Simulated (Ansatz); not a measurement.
Reaction (isomerisation): `COC1CO1` → `COC(C)=O`

Program: Ansatz. Geometries: PBE0-D4/def2-TZVP. ΔE: electronic, gas phase. CCSD(T)/CBS is the MP2 limit (def2-TZVPP, def2-QZVPP) plus CCSD(T) − MP2 in def2-TZVPP, frozen cores. DFT in def2-TZVPP. Each species was taken in one conformer, which may not be the lowest.

```
  level  ΔE (kJ/mol)
ωB97X-V       -184.5
   PBE0       -183.7
```

Task: What does CCSD(T)/CBS give? (Estimate.)

Result: Ansatz gave: -189.6 kJ/mol. The listed levels differ from it by 5.1, 5.9 kJ/mol.

Largest T1 diagnostic among the species: 0.014.

In def2-TZVPP, CCSD(T) changes the Hartree–Fock value by +18.3 kJ/mol (the triples alone add −0.6 kJ/mol) and MP2 by +18.7 kJ/mol.
